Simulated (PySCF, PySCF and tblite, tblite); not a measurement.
# C2H5FS2: a path driven as rotation about a bond, and NMR exchange, part 2 of 2

PySCF and tblite. Atoms count from 0. The steps go on from the part before.

## (8) Shieldings, saddle of leg 1: PBE0/pcSseg-1

The job: settings as JSON, then the geometry in Å.

```
{"job": {"kind": "nmr", "xc": "PBE0", "basis": "pcSseg-1", "pop": false}, "charge": 0, "multiplicity": 1}
C      2.174226    -0.354846     0.131476
S      0.485071    -0.958370    -0.041886
S     -0.478021     0.910062     0.192851
C     -2.163399     0.375706    -0.104928
F     -2.444806     0.135743    -1.411812
H      2.422245     0.368292    -0.658742
H      2.346352     0.089237     1.122918
H      2.818460    -1.239228     0.021184
H     -2.373239    -0.533303     0.482546
H     -2.786890     1.206707     0.266392
```

What it wrote:

```text
coarse grid: 9608 points
cycle   1  E = -974.8268448332  dE =  4.082e-01  |g| = 4.631e-01  |ddm| = 2.844e+00
cycle   2  E = -974.7960784750  dE =  3.077e-02  |g| = 6.602e-01  |ddm| = 6.281e-01
cycle   3  E = -974.8646083798  dE = -6.853e-02  |g| = 4.197e-02  |ddm| = 3.679e-01
cycle   4  E = -974.8649426636  dE = -3.343e-04  |g| = 1.434e-02  |ddm| = 5.336e-02
cycle   5  E = -974.8649859119  dE = -4.325e-05  |g| = 5.889e-03  |ddm| = 2.172e-02
cycle   6  E = -974.8649950944  dE = -9.182e-06  |g| = 1.231e-03  |ddm| = 8.252e-03
final grid: 84376 points
cycle   7  E = -974.9060434973  dE = -2.295e-05  |g| = 8.075e-03  |ddm| = 2.039e-02
cycle   8  E = -974.9060346584  dE =  8.839e-06  |g| = 1.020e-02  |ddm| = 1.397e-02
cycle   9  E = -974.9060581868  dE = -2.353e-05  |g| = 6.528e-04  |ddm| = 7.822e-03
cycle  10  E = -974.9060582523  dE = -6.556e-08  |g| = 2.241e-04  |ddm| = 6.294e-04
cycle  11  E = -974.9060582605  dE = -8.166e-09  |g| = 5.216e-05  |ddm| = 1.915e-04
cycle  12  E = -974.9060582611  dE = -6.432e-10  |g| = 8.992e-06  |ddm| = 5.086e-05
converged SCF energy = -974.9060582611

GIAO shielding tensors (ppm)
atom      isotropic    diamagn.    paramagn.     s11        s22        s33       span
  0 C      163.930     249.863     -85.934    149.364    158.050    184.375     35.011
  1 S      456.458    1056.391    -599.933    283.667    323.862    761.846    478.179
  2 S      406.448    1056.451    -650.003    260.432    318.044    640.867    380.435
  3 C       95.538     243.817    -148.279     48.189     93.373    145.051     96.862
  4 F      377.553     472.547     -94.994    325.896    364.574    442.189    116.292
  5 H       28.957      29.061      -0.104     23.527     27.039     36.306     12.779
  6 H       29.022      29.005       0.017     23.617     26.982     36.466     12.849
  7 H       29.187      27.969       1.217     24.244     25.612     37.705     13.461
  8 H       25.946      28.256      -2.310     19.966     27.044     30.828     10.861
  9 H       25.962      27.208      -1.246     19.702     26.476     31.707     12.006
```

It took 7.7 s on 1 thread of Intel Xeon 6975P-C, shared host; peak memory 0.65 GiB.

In short: HOMO -6.19 eV, LUMO -1.19 eV; dipole 1.79 D.

The fields below are evaluated on a grid from the run's orbitals.

Frontier orbitals at PBE0/pcSseg-1, with the share of their density that lies nearest to each atom:

```
orbital  energy (eV)                 lies on
   HOMO        -6.19        S1 53 %; S2 36 %
   LUMO        -1.19  S1, S2 about 42 % each
```

ELF in a plane through or near 5 of the atoms.

Ten even steps from '0' (0.00) to '9' (1.00):
```
0000000000000000000000000000
0000000000000000000000000000
0000000000000233210000000000
0000000000001466430000000000
0000000220002788750026400000
0000002562003899860079920000
0000004885003741562599982000
0000004886102627164799983000
0000013666312624387599961000
0000024343644762783468520000
0001488743863774463232000000
0002799956842362134431000000
0003899964732372001221000000
0001799932675883000122100000
0000288401689983000111000000
0000022001579873000000000000
0000000000356641000000000000
0000000000124320000000000000
0000000000000000000000000000
0000000000000000000000000000
```
The map spans 11.2 Å across and 7.0 Å up, centred on the molecule. Atoms in the plane (x, y in Å): C0 (-2.2, 0.0), S2 (0.6, 0.8), C3 (2.2, 0.0), H7 (-3.0, -0.8), H9 (2.9, 0.9).

log10 of the density (e/Å³) in the same plane.

Ten even steps from '0' (-4.0) to '9' (1.6):
```
0000000000000111110000000000
0000000000001222221000000000
0000001111122334332211000000
0000011222223444443222110000
0000123333334556554344321000
0001233444344566655454432100
0001234565445677765666543100
0012345666555689776677543100
0012346777656678777777543100
0013356797666677777876543100
0013456797777766667876432100
0023457777778766566765432100
0013456666778765455665432000
0013456655677765445555431000
0002344444566654334444320000
0001233334555554333443210000
0000012223444443221221100000
0000001122333332110110000000
0000000001222221000000000000
0000000000111110000000000000
```
The map spans 11.2 Å across and 7.0 Å up, centred on the molecule. Atoms in the plane (x, y in Å): C0 (-2.2, 0.0), S2 (0.6, 0.8), C3 (2.2, 0.0), H7 (-3.0, -0.8), H9 (2.9, 0.9).

On the surface of density 0.002 e/bohr³ the electrostatic potential runs, from the 1st to the 99th percentile, from -1.09 V near F4 to 1.23 V near H9.

## (9) Shieldings, end: PBE0/pcSseg-1

The job: settings as JSON, then the geometry in Å.

```
{"job": {"kind": "nmr", "xc": "PBE0", "basis": "pcSseg-1", "pop": false}, "charge": 0, "multiplicity": 1}
C      1.858524    -0.422256     0.124610
S      0.723322    -0.621352    -1.272811
S     -0.481419     1.043970    -1.083990
C     -1.845124     0.419390    -0.079285
F     -2.691983    -0.385645    -0.768152
H      2.417106     0.520562     0.047949
H      1.329072    -0.472612     1.086421
H      2.563756    -1.265371     0.062543
H     -1.445091    -0.129699     0.788230
H     -2.382677     1.321702     0.263670
```

What it wrote:

```text
coarse grid: 9608 points
cycle   1  E = -974.8366858707  dE =  4.184e-01  |g| = 4.636e-01  |ddm| = 2.854e+00
cycle   2  E = -974.8065190458  dE =  3.017e-02  |g| = 6.582e-01  |ddm| = 6.680e-01
cycle   3  E = -974.8750035701  dE = -6.848e-02  |g| = 4.574e-02  |ddm| = 3.762e-01
cycle   4  E = -974.8753894217  dE = -3.859e-04  |g| = 1.772e-02  |ddm| = 6.101e-02
cycle   5  E = -974.8754619300  dE = -7.251e-05  |g| = 5.962e-03  |ddm| = 2.581e-02
cycle   6  E = -974.8754712106  dE = -9.281e-06  |g| = 1.150e-03  |ddm| = 8.480e-03
final grid: 84376 points
cycle   7  E = -974.9156650298  dE = -1.868e-05  |g| = 8.146e-03  |ddm| = 2.158e-02
cycle   8  E = -974.9156531286  dE =  1.190e-05  |g| = 1.075e-02  |ddm| = 1.526e-02
cycle   9  E = -974.9156802731  dE = -2.714e-05  |g| = 6.661e-04  |ddm| = 9.016e-03
cycle  10  E = -974.9156803552  dE = -8.211e-08  |g| = 1.913e-04  |ddm| = 7.058e-04
cycle  11  E = -974.9156803605  dE = -5.266e-09  |g| = 6.256e-05  |ddm| = 1.616e-04
cycle  12  E = -974.9156803614  dE = -8.736e-10  |g| = 1.006e-05  |ddm| = 7.154e-05
converged SCF energy = -974.9156803614

GIAO shielding tensors (ppm)
atom      isotropic    diamagn.    paramagn.     s11        s22        s33       span
  0 C      158.598     250.376     -91.777    131.219    159.412    185.164     53.945
  1 S      461.739    1055.227    -593.487    308.776    350.697    725.746    416.970
  2 S      370.898    1055.509    -684.611    266.558    310.359    535.777    269.219
  3 C       92.301     246.403    -154.102     55.353     91.213    130.337     74.984
  4 F      382.017     470.523     -88.506    331.539    367.345    447.168    115.629
  5 H       28.918      28.886       0.033     24.250     26.904     35.600     11.350
  6 H       28.975      30.164      -1.188     23.929     27.948     35.049     11.121
  7 H       29.408      28.262       1.146     24.378     25.859     37.986     13.607
  8 H       26.029      29.362      -3.333     19.938     28.132     30.016     10.078
  9 H       25.971      27.993      -2.022     20.517     26.311     31.086     10.569
```

Wall time 5.4 s (1 thread of Intel Xeon 6975P-C, shared host); peak memory 0.6 GiB.

In short: HOMO -7.12 eV, LUMO -0.68 eV; dipole 3.10 D.

## (10) Kinetics and line shapes

The job: settings as JSON, then the geometry in Å.

```
{"job": {"smiles": "CSSCF", "charge": 0, "mult": 1, "motion": "rotation", "what": "dichalcogenide", "atoms": [1, 2], "drives": [{"terms": [["t", [0, 1, 2, 3], 1.0]], "by": 180, "n": 12}], "study": "path", "level": {"kind": "nmr", "xc": "PBE0", "basis": "pcSseg-1"}, "fields": [80, 500, 600], "first": 1, "seed": 36, "refine": {"xc": "PBE0", "basis": "def2-SVP"}, "kind": "path"}, "charge": 0, "multiplicity": 1}
C      1.835632    -0.318783    -0.102637
S      0.566069    -0.926992     1.057260
S     -0.701485     0.652134     1.163624
C     -1.841353     0.337179    -0.231631
F     -1.277086     0.669889    -1.424180
H      1.377336    -0.105508    -1.063208
H      2.302520     0.569198     0.310785
H      2.562327    -1.117913    -0.200296
H     -2.097283    -0.723803    -0.262048
H     -2.717796     0.969254    -0.079377
```

What it wrote:

```text
stationary points (kcal/mol above the start)
  n  kind          group   xTB      DFT    lowest mode
  0  minimum      C1       0.00     0.00      72.2
  1  saddle       C1       5.63     8.15     -55.0
  2  minimum      C1       1.33     1.98      53.0

GFN2-xTB energies: T/K, barrier G, reaction G (kcal/mol), k forward, k back (1/s)
 150.00     5.67     1.19   1.69e+04   9.08e+05
 200.00     5.76     1.17   2.13e+06   4.05e+07
 250.00     5.86     1.16   3.95e+07   4.05e+08
 298.15     5.97     1.15   2.63e+08   1.82e+09
 350.00     6.09     1.13   1.14e+09   5.83e+09
 400.00     6.23     1.12    3.3e+09   1.36e+10
 500.00     6.52     1.11   1.47e+10   4.49e+10

PBE0-D3(BJ)/def2-SVP energies: T/K, barrier G, reaction G (kcal/mol), k forward, k back (1/s)
 150.00     8.14     1.86        4.3   2.22e+03
 200.00     8.22     1.85   4.29e+03   4.45e+05
 250.00     8.32     1.83   2.76e+05    1.1e+07
 298.15     8.43     1.82    4.1e+06   8.83e+07
 350.00     8.56     1.81   3.29e+07   4.43e+08
 400.00     8.69     1.80   1.48e+08   1.42e+09
 500.00     8.99     1.78   1.23e+09   7.38e+09

PBE0/pcSseg-1 + D3(BJ) energies: T/K, barrier G, reaction G (kcal/mol), k forward, k back (1/s)
 150.00     8.19     1.84       3.61   1.72e+03
 200.00     8.28     1.82   3.76e+03   3.69e+05
 250.00     8.38     1.81   2.48e+05   9.45e+06
 298.15     8.48     1.80   3.75e+06   7.78e+07
 350.00     8.61     1.78   3.06e+07   3.98e+08
 400.00     8.75     1.78   1.39e+08   1.29e+09
 500.00     9.04     1.76   1.16e+09   6.85e+09
```

It took 96 s on 1 thread of Intel Xeon 6975P-C, shared host; peak memory 0.65 GiB. This counts the whole study up to here.

Barriers by level (kcal/mol; entropies in cal/(mol K)). Zero-point and thermal terms come from xTB in every row. ΔG‡ leaves symmetry out; the rate counts one path; effective ΔG‡, where given, is the barrier that would give that rate by Eyring's equation alone:

```
                 level   ΔE‡  with zero-point   ΔH‡   ΔS‡  ΔG‡ (298 K)  ΔE of reaction  k at 298 K (1/s)  effective ΔG‡
              GFN2-xTB  5.63             5.53  5.07  -3.0         5.97            1.33           2.6e+08           5.97
  PBE0-D3(BJ)/def2-SVP  8.10             7.99  7.54  -3.0         8.43            2.00           4.1e+06           8.43
PBE0/pcSseg-1 + D3(BJ)  8.15             8.05  7.59  -3.0         8.48            1.98           3.8e+06           8.48
```

Sites that the driver pairs across this motion, and where their lines would merge (no couplings; faster rotations or exchange between molecules can average them sooner):

```
nucleus                      sites: shielding (ppm)  proton frequency (MHz)  spread (Hz)  coalescence (K)  lines at 298 K
    13C                    C3: 84.9; C3 (end): 92.3                     600         1120        not given               –
    13C                  C0: 154.8; C0 (end): 158.6                     600          567        not given               –
     1H                  H9: 25.70; H9 (end): 25.97                     600          166        not given               –
     1H                  H8: 25.81; H8 (end): 26.03                     600          129        not given               –
     1H  H5, H6, H7: 28.89; H5, H6, H7 (end): 29.10                     600          128        not given               –
```

A dash: the driver gave no coalescence for this row (it judged the minor form too scarce).

Rows that set an atom against itself at the end compare its shielding in the two forms.

## (11) What came out

The summary covers parts 1 to 2.

```
                        quantity                             value
barrier (PBE0/pcSseg-1 + D3(BJ))  ΔE‡ 8.2, ΔG‡(298 K) 8.5 kcal/mol
              barrier (GFN2-xTB)                  ΔE‡ 5.6 kcal/mol
                   rate at 298 K                       3.8e+06 s⁻¹
                 end of the path       2.0 kcal/mol from the start
```

The barrier is 8.2 kcal/mol at the DFT level (xTB: 5.6); with thermal terms and the count of paths the DFT value gives a rate of 3.8e+06 s⁻¹ at 298 K. An error of 1.4 kcal/mol changes that rate tenfold.
